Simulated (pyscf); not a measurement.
HO–SiH₂–SiH₃ + H• → HO–SiH₂• + SiH₄ (substitution at Si; doublet surface; Si–Si broken, H–Si formed). Optimised with ωB97X-D3(BJ)/def2-SVP in PySCF. Correlated levels are frozen-core, on RHF or UHF. ΔMP2 is the change of the MP2 total energy from the triple- to the quadruple-zeta basis. Energies in kJ/mol from the separated reactants.

```json
[
 {"level": "PBE/def2-TZVP", "barrier": "-1.6", "reaction energy": "-74.1"},
 {"level": "B3LYP-D3(BJ)/def2-TZVP", "barrier": "0.1", "reaction energy": "-85.0"},
 {"level": "ωB97M-D3(BJ)/def2-TZVP", "barrier": "11.8", "reaction energy": "-75.7"},
 {"level": "MP2/def2-QZVPP", "barrier": "___", "reaction energy": "-66.2"},
 {"level": "CCSD/def2-TZVPP", "barrier": "18.4", "reaction energy": "-82.3"},
 {"level": "CCSD(T)/def2-TZVPP", "barrier": "15.6", "reaction energy": "-77.9"},
 {"level": "CCSD(T)/def2-TZVPP + ΔMP2(QZVPP)", "barrier": "___", "reaction energy": "___"}
]
```

Q: Complete the blanks.

A: 
- MP2/def2-QZVPP, barrier: 23.4
- CCSD(T)/def2-TZVPP + ΔMP2(QZVPP), barrier: 13.9
- CCSD(T)/def2-TZVPP + ΔMP2(QZVPP), reaction energy: -76.0

Of the functionals in the table, ωB97M-D3(BJ) is closest to CCSD(T)/def2-TZVPP + ΔMP2(QZVPP) in the barrier (2.1 kJ/mol apart) and PBE least close (15.5 kJ/mol); that level has limits of its own. At PBE this geometry lies under the reactants; that is no barrier but a single point on another level's saddle; such a level's own saddle, if it has one, lies nearer that side and is low. This saddle turned up in a search for another step; its sides and bond changes are read from the two ends of the descent. HO–SiH₂–SiH₃ lies 113.1 kJ/mol over its isomer H₃Si–O–SiH₃ (electronic energy, ωB97M-D3(BJ)/def2-TZVP). One saddle was located; it need not be the lowest between these sides. The angle at the attacked Si is 65° (front-side attack). The CCSD(T) − MP2 part came from Ansatz, without density fitting, on the same reference.
